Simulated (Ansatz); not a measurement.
# BH₂+ (singlet): the correlation ladder at distance B1–H2 = 1.179 Å, aug-cc-pVTZ

One table from this session's results is given with a row withheld; the runs are named, their logs left out.

Method: aug-cc-pVTZ, core rule «outside noble gas», up to 1 orbitals frozen; program: Ansatz 0.2.0, Gaussian basis.

Plan: UHF; CCSD(T) on RHF; BCCD(T) on RHF; CCSDT(Q) on RHF; CASSCF and NEVPT2, 4 electrons in 6 orbitals; Full CI.

18 further runs of the same task are left out: 11 that didn't finish, 7 set aside as unsound or not needed.

### What is computed

The geometry derives from a PBE0/def2-TZVP stationary point (not a proven minimum). One bond is set to the value named and the two fragments are kept rigid.

3 atoms, charge 1, spin multiplicity 1.

Atoms are counted from 1 here; the program's logs count them from 0.

Bond lengths: B1–H2 1.179 Å, B1–H3 1.179 Å. Angles: H2–B1–H3 180.0°.

Coordinates:

| atom | x (Å) | y (Å) | z (Å) |
| --- | --- | --- | --- |
| B1 | 0.00000 | 0.00000 | 0.00000 |
| H2 | 0.00000 | 0.00000 | -1.17918 |
| H3 | 0.00000 | 0.00000 | 1.17918 |

Set-up of the first run:

Input file in.yaml:

```yaml
crystal:
  periodic: [false, false, false]
  atoms:
    - {symbol: B, position_ang: [0.000000, 0.000000, 0.000000]}
    - {symbol: H, position_ang: [0.000000, 0.000000, -1.179181]}
    - {symbol: H, position_ang: [0.000000, 0.000000, 1.179181]}
basis:
  gaussian: {orbitals: aug-cc-pVTZ}
total_charge: 1
magnetization: {spin_polarized: true, initial_magnetization: 0}
hamiltonian: {xc: hf}
output: {orbitals: {seedname: orbitals}}
```

Launch:

```sh
> ansatz run in.yaml --threads 1 --pin off --events-out ev --progress --plain --max-ram 2393MiB
```

Among the steps run: UHF; CCSD(T) on RHF; BCCD(T) on RHF; CCSDT(Q) on RHF; CASSCF and NEVPT2, 4 electrons in 6 orbitals; Full CI.

One table of the session follows, with a row left open; its other results are not shown here.

It belongs to the step «Misses and costs». 

```
        method  from FCI (meV)
           RHF         +2369.4
          RMP2          +488.5
         RCCSD           +33.4
      RCCSD(T)            +7.3
       BCCD(T)            +7.2
        RCCSDT               ?
     RCCSDT(Q)            +0.1
CASSCF valence         +1238.7
NEVPT2 valence          +261.1
           FCI               0
```

Q: Estimate the row for RCCSDT from the others.

**Answer.** from FCI (meV): +0.6. In the column «from FCI (meV)» it lies between RCCSDT(Q) (+0.1) and BCCD(T) (+7.2).
